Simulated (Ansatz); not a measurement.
The first iterations of a band of B2H4O (7 atoms, charge 0, multiplicity 1).

Computed with RKS PBE-D4/def2-SVP (Ansatz).

* movable images: 5
* climbing image: yes
* spring: 5.0 eV/Å²
* optimiser: quadratic models (default)
* start path: through a guess of the saddle point
* force threshold: 0.05 eV/Å
* iteration limit: 60
* end points: relaxed

First end point:

```xyz
7
Properties=species:S:1:pos:R:3
B -1.005 0.180 -0.650
B 0.341 0.009 0.336
O 1.427 -0.774 0.075
H -2.008 -0.502 -0.505
H -1.101 1.080 -1.470
H 0.310 0.666 1.385
H 2.097 -0.727 0.782
```

Last end point:

```xyz
7
Properties=species:S:1:pos:R:3
B -1.108 0.118 -0.854
B -0.123 0.284 0.345
O 1.170 -0.157 0.846
H -2.062 -0.644 -0.755
H -1.146 0.960 -1.742
H 1.511 0.164 1.703
H 1.819 -0.794 0.412
```

| iteration | highest image above the first end (eV) | largest band force component (eV/Å) |
| --- | --- | --- |
| 1 | 5.166 | 23.583 |
| 2 | 4.531 | 3.043 |
| 3 | 4.105 | 1.648 |
| 4 | 4.066 | 1.271 |
| 5 | 4.041 | 1.204 |
| 6 | 4.031 | 0.709 |
| 7 | 4.022 | 1.762 |

**Question.** Does the band converge within its limit, and where does its top end?

**Answer.** It converged. It ended after 22 iterations with the highest image 3.966 eV above the first end. The profile has 2 maxima (images 1, 5) with wells between them (image 2): this band takes more than one step, which may be the mechanism or a detour left from its start path. Neighbouring images differ by up to 3.3 eV, so the band resolves the path poorly. A vibrational analysis at the climbing image gives one clearly imaginary mode, 296i cm⁻¹: a first-order saddle point. The orbitals stay closed-shell, which can raise the energy where a bond breaks towards radicals; this wasn't checked here.

Run time: 110 s on 1 thread of Arm Neoverse V2 (shared host), peak memory 0.11 GiB.
